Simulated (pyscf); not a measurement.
# Four-centre exchange: `[CH3][Bi]([CH3])[CH3]` + `[H][H]` → `[CH3][BiH][CH3]` + `[CH4]`

Gas phase, singlet surface, charge 0. Bonds broken: Bi1–C2, H14–H15. Bonds formed: Bi1–H14, C2–H15. Optimised with ωB97X-D3(BJ)/def2-SVP in PySCF.

Transition state (Å):

```xyz
15

Bi     0.1632    -0.7202     0.1752
C      0.8811     1.5894    -0.7170
C     -1.9422    -0.7858    -0.5785
C     -0.5685     0.6067     1.9242
H      1.5990     1.7289     0.1064
H      1.3511     1.9949    -1.6314
H     -0.0420     2.1524    -0.5184
H     -2.0234    -1.5001    -1.4079
H     -2.2099     0.2207    -0.9294
H     -2.6053    -1.0652     0.2544
H     -1.3070     1.3526     1.5939
H     -1.0537    -0.0695     2.6505
H      0.2680     1.1166     2.4261
H      0.6012    -0.5767    -2.0271
H      0.7387     0.4582    -1.4427
```

One imaginary mode, 2119i cm⁻¹; descent along it reached the two sides named.

| bond | change | reactant side (Å) | saddle | product side |
|---|---|---|---|---|
| Bi1–C2 | breaks | 2.253 | 2.578 | 4.7 |
| H14–H15 | breaks | 0.760 | 1.196 | 2.544 |
| Bi1–H14 | forms | 3.4 | 2.250 | 1.793 |
| C2–H15 | forms | 3.6 | 1.351 | 1.099 |

Electronic energies relative to the separated reactants (kJ/mol):

| level | barrier | reaction energy | reverse barrier |
|---|---|---|---|
| ωB97X-D3(BJ)/def2-TZVP | 283.1 | -42.1 | 325.2 |
| PBE/def2-TZVP | 251.6 | -51.8 | 303.4 |
| r²SCAN/def2-TZVP | 263.9 | -49.4 | 313.4 |
| B3LYP-D3(BJ)/def2-TZVP | 272.3 | -48.9 | 321.2 |
| PBE0-D3(BJ)/def2-TZVP | 263.8 | -50.8 | 314.6 |
| M06-2X/def2-TZVP | 277.6 | -43.0 | 320.6 |
| ωB97M-D3(BJ)/def2-TZVP | 279.8 | -53.0 | 332.8 |
| HF/def2-TZVP | 341.4 | -76.0 | 417.4 |

With ωB97M-D3(BJ)/def2-TZVP energies and thermal terms (ideal gas, 1 atm, RRHO with modes under 100 cm⁻¹ raised to 100, one conformer, R ln 2 for chiral ones without a mode under 150 cm⁻¹), in kJ/mol:

```json
[
 {"T (K)": "298", "ΔH‡": "275.9", "ΔG‡": "310.0", "ΔH": "-42.8", "ΔG": "-49.4"},
 {"T (K)": "600", "ΔH‡": "273.3", "ΔG‡": "345.8", "ΔH": "-49.0", "ΔG": "-53.5"},
 {"T (K)": "900", "ΔH‡": "273.5", "ΔG‡": "382.0", "ΔH": "-53.5", "ΔG": "-54.7"},
 {"T (K)": "1200", "ΔH‡": "275.0", "ΔG‡": "418.0", "ΔH": "-56.6", "ΔG": "-54.5"}
]
```

At the saddle there is also a short Bi–H contact that neither side keeps. From the product side, H₃C–Bi•–CH₃ + H• + CH₄ lies, by one bond made or cut, 66.4 kJ/mol under this saddle at ωB97M-D3(BJ)/def2-TZVP. The same reactants have a lower exit, to CH₃• + H₃C–Bi•–CH₃ + H₂ (no saddle counted: cutting one bond costs +231.2 kJ/mol at ωB97M-D3(BJ)/def2-TZVP, against +279.8 kJ/mol here). One saddle was located; it need not be the lowest between these sides. Elements past Kr carry the def2 core potentials, without spin-orbit coupling.
